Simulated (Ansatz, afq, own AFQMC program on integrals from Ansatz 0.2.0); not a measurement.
**SiH₃, doublet in 6-31G, levels against full CI**

```csv
atom,x (Å),y (Å),z (Å)
Si,0.0001,-0.0001,-0.0495
H,1.6022,0.0165,0.4631
H,-0.8162,1.3811,0.4562
H,-0.7888,-1.3956,0.4602
```

Basis 6-31G. Noble-gas cores (and the filled d shells of Ga–Kr and In–Xe) are frozen. AFQMC by an in-house program on the Cholesky factors that Ansatz 0.2.0 writes for its CCSD(T) run. The CISD trial takes its coefficients from CCSD amplitudes. Released means that phaseless walkers are propagated on without the constraint, phases kept. ± is one standard error of the sampling.

Determinant: UHF, the one that the program's search chose, which needn't be the lowest solution. The geometry is a point of a scan.

Full CI on the same integrals is exact in this basis and with this determinant's frozen core.

- T1 diagnostic: 0.0098
- weight of the determinant in the CISD state: 0.930
- ⟨S²⟩ of the determinant: 0.754
- size of the correlated space: 7 electrons in 14 orbitals

Reference: full CI, correlation energy -2.187 eV. The released energy is read at 2.40 1/Eh (meV from the phaseless value at times in 1/Eh: -1.1 ± 1.0 at 0.24, -1.5 ± 0.5 at 0.51, -3.3 ± 0.6 at 0.99, -4.0 ± 0.6 at 1.62, -5.3 ± 0.5 at 2.40).

```tsv
level	E − E(reference) (kJ/mol)	share of correlation (%)
HF	211.0	0.00
MP2	68.5	67.55
CCSD	4.4	97.93
CCSD(T)	1.5	99.29
CCSDT	0.2	99.93
CCSDT(Q)	0.0	99.98
CCSDTQ	0.0	100.00
ph-AFQMC/CISD	0.5 ± 0.09	99.77
released AFQMC	0.0 ± 0.05	100.02
```

CCSDT and higher add their correlation energy to the determinant of the CCSD(T) run, since their own runs factorise the integrals more tightly (a shift of under 2 meV). A walk keeps the symmetry of its determinant, which the program's search chose and which needn't be the lowest solution, so a lower state of the same spin and another symmetry isn't excluded. Released energies are given only where the last usable release times agree within the noise; a slower fall can still hide under it.
